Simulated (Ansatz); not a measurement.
# One structure, 3 elements: Cs3C, Cs3Si, Cs3Sn

Plane-wave DFT in Ansatz with scalar-relativistic PAW potentials, cutoff 420 eV, Γ-centred meshes chosen by cell and gap, Gaussian smearing with energies taken to zero width. Every cell was relaxed (cell and atoms) in a run of its own, within the symmetry of its start. Functional: PBE.

All members share space group Pm-3m and the same sites; only the element on one set of sites changes (C, Si, Sn). Members needn't be the stable form of their composition. Energies over the elements, where given, are against the elements' standard states in the same functional (H₂, N₂, O₂ and halogens uncorrected, Hg as a solid). The first member:

Space group Pm-3m (No. 221). a = 6.067 Å, b = 6.067 Å, c = 6.067 Å, α = 90.00°, β = 90.00°, γ = 90.00°
```
atom site symmetry x y z
  Cs    3c    4/mm.m  0.0000  0.5000  0.5000
   C    1a m-3m  0.0000  0.0000  0.0000
```

**Question.** How do size, gap and binding change down the group?

**Answer.**
```tsv
compound	V (Å³/atom)	a (Å)	energy over elements (eV/atom)	largest moment (μB)
Cs3C	55.82	6.067	1.411	2.02
Cs3Si	52.70	5.951	0.469	no spin
Cs3Sn	60.02	6.215	0.097	no spin
```

Over the series the volume has no steady trend down the group (least for Si); all are metallic on the mesh; none is bound against its elements in this structure, and Sn comes closest.

Spin-orbit coupling is left out, which matters for the bands of heavy elements. Magnetic cells started from one order each; another order can shift an energy by tens of meV per atom.